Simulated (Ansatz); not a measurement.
**AlS (doublet): from Hartree-Fock to the top rungs at distance Al1–S2 = 3.740 Å, cc-pVDZ**

How much of the correlation energy of AlS (doublet) does each wave-function method recover here?

The runs use Ansatz 0.2.0, Gaussian basis; cc-pVDZ, core rule «outside noble gas», up to 10 orbitals frozen.

The runs, in order: UHF; CCSD(T) on ROHF; CCSD(T) on UHF; BCCD(T) on ROHF; CISD; CCSDT(Q) on ROHF; CCSDT(Q) on UHF; CISDTQ; CCSDTQ on ROHF; CCSDTQ on UHF; CASSCF and MRCISD+Q, 3 electrons in 3 orbitals; CASSCF and NEVPT2, 3 electrons in 3 orbitals; CASSCF and MRCISD+Q, 9 electrons in 8 orbitals; CASSCF and NEVPT2, 9 electrons in 8 orbitals; Full CI.

2 further runs of the same task are left out: 2 for a known fault of the program.

## 1. What is computed

The geometry derives from a PBE0/def2-TZVP stationary point (not a proven minimum). One bond is set to the value named and the two fragments are kept rigid.

2 atoms, charge 0, spin multiplicity 2.

Atoms are counted from 1 here; the program's logs count them from 0.

No contacts short enough for the rule that draws bonds.

As a file:

```xyz
2

Al    0.0000    0.0000    0.0000
S     0.0000    0.0000    3.7400
```

## 2. UHF

in.yaml

```yaml
crystal:
  periodic: [false, false, false]
  atoms:
    - {symbol: Al, position_ang: [0.000000, 0.000000, 0.000000]}
    - {symbol: S, position_ang: [0.000000, 0.000000, 3.740000]}
basis:
  gaussian: {orbitals: cc-pVDZ}
magnetization: {spin_polarized: true, initial_magnetization: 1}
hamiltonian: {xc: hf}
output: {orbitals: {seedname: orbitals}}
```

Started as:

```console
ansatz run in.yaml --threads 1 --pin off --events-out ev --progress --plain --max-ram 3793MiB --backend cpu
```

The runs that follow: CCSD(T) on ROHF; CCSD(T) on UHF; BCCD(T) on ROHF; CISD; CCSDT(Q) on ROHF; CCSDT(Q) on UHF; CISDTQ; CCSDTQ on ROHF; CCSDTQ on UHF; CASSCF and MRCISD+Q, 3 electrons in 3 orbitals; CASSCF and NEVPT2, 3 electrons in 3 orbitals; CASSCF and MRCISD+Q, 9 electrons in 8 orbitals; CASSCF and NEVPT2, 9 electrons in 8 orbitals; Full CI.

Q: Predict the results of all the runs planned. Wanted: FCI below the RHF energy; RMP2 from FCI; UMP2 from FCI; RCCSD from FCI; RCCSD(T) from FCI; UCCSD(T) from FCI; RCCSDT(Q) from FCI; UCCSDT(Q) from FCI; NEVPT2 pair from FCI.

The runs gave:

| quantity | value |
| --- | --- |
| FCI below the RHF energy | -5.2380 eV |
| RMP2 from FCI | +29.08 kcal/mol |
| UMP2 from FCI | +30.80 kcal/mol |
| RCCSD from FCI | +7.49 kcal/mol |
| RCCSD(T) from FCI | +2.42 kcal/mol |
| UCCSD(T) from FCI | +3.54 kcal/mol |
| RCCSDT(Q) from FCI | -0.40 kcal/mol |
| UCCSDT(Q) from FCI | -0.11 kcal/mol |
| NEVPT2 pair from FCI | +22.35 kcal/mol |
| MRCISD+Q pair from FCI | +0.56 kcal/mol |
| NEVPT2 valence from FCI | +20.90 kcal/mol |
| levels within 1 kcal/mol (43 meV) | UCCSDT, RCCSDT(Q), UCCSDT(Q), RCCSDTQ, UCCSDTQ, MRCISD+Q pair, MRCISD+Q valence |
| T1 diagnostic | 0.067 |
| effectively unpaired electrons | 1.48 |

In words: RCCSD(T) lands +2.42 kcal/mol from the yardstick (2.0 % of the correlation energy). CCSD(T) misses by +2.42 kcal/mol on the restricted determinant and by +3.54 kcal/mol on the unrestricted one; the two need not hold the same state or core. RCCSDT(Q), UCCSDT(Q) fall below full CI: unrestricted runs freeze a spin-polarised core, another one than full CI's, and coupled cluster isn't variational. The occupations show some static correlation. Of the multireference levels listed MRCISD+Q valence comes nearest in total energy (+0.22 kcal/mol), which doesn't show that its space is the better one. These misses are within one basis, not against nature; the frozen cores of restricted and unrestricted runs differ, which can shift their rows.
